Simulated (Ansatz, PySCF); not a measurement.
System: C4H8O, net charge 0, singlet state. SMILES: CCCC=O
Geometry: optimised at B3LYP-D3(BJ)/def2-TZVP (Ansatz, an electronic-structure program).

HF/3-21G beside other levels, property by property. Conventions: six Cartesian d functions in 6-31G* and its kin unless marked 5d; atomisation electronic, to ground-state atoms; no dispersion term unless named; open shells spin-unrestricted; frozen cores in correlated levels; no spin-orbit coupling; non-relativistic. CBS(X,Y): correlation extrapolated as X^-3; Hartree-Fock from the larger set. [CCSD(T)-MP2]/basis is that difference in the basis named. Ab initio and DFT rows: single points at B3LYP-D3(BJ) geometries (Ansatz), with unscaled harmonic terms from B3LYP/6-31G* (Ansatz) at its own minima, enthalpies of formation by atomisation with measured atoms. A UHF reference is markedly spin-contaminated in at least one set, which strains HF and MP2.

Measured values: CRC Handbook, as tabulated in the package chemicals; they hold spin-orbit and core effects, anharmonicity and other conformers. Coupled cluster (Ansatz) is a level with limits of its own, used here on species with T1 under 0.025 (0.045 for open shells) and stable references: RI-MP2/CBS(cc-pVTZ,cc-pVQZ)+[CCSD(T)-MP2]/cc-pVTZ.

```tsv
property	HF/3-21G (Ansatz)	HF/6-31G* (Ansatz)	BP86/def2-SVP (PySCF)	M06-2X/6-31G* (5d) (PySCF)	to compare with
proton affinity at O (heteroatom site), enthalpy at 298 K, to CCCC=[OH+] (kcal/mol)	191.4	190.8	191.4	187.2	188.8 coupled cluster
enthalpy of formation at 298 K (kcal/mol)	333.9	280.8	-92.9	-51.6	-48.9 measured
atomisation energy (kcal/mol)	883.6	936.7	1310.4	1269.1	1265.7 coupled cluster
C-C bond dissociation enthalpy at 298 K, to [CH2]CC + [CH]=O (CHO) (kcal/mol)	64.1	62.2	81.8	88.8	84.9 coupled cluster
```

As the rows show:
- proton affinity at O (heteroatom site), enthalpy at 298 K, to CCCC=[OH+]: HF/3-21G lies 2.6 kcal/mol above coupled cluster.
- enthalpy of formation at 298 K: HF/3-21G lies 382.8 kcal/mol above the measured value.
- atomisation energy: HF/3-21G lies 382.1 kcal/mol below coupled cluster.
- C-C bond dissociation enthalpy at 298 K, to [CH2]CC + [CH]=O (CHO): HF/3-21G lies 20.8 kcal/mol below coupled cluster.

The properties are those with a value to compare with, at most eight drawn at random. No case is left out for the size of its miss. Left out are saddle points of the reference geometry, anions that the best level run finds unbound, excited spin states, species near biochemistry, 298 K rows of species without real B3LYP wavenumbers, cases with under five habitual levels, runs that failed or that the program found above a lower state of the same kind, table entries that another table contradicts, and a share of species set aside by lot.
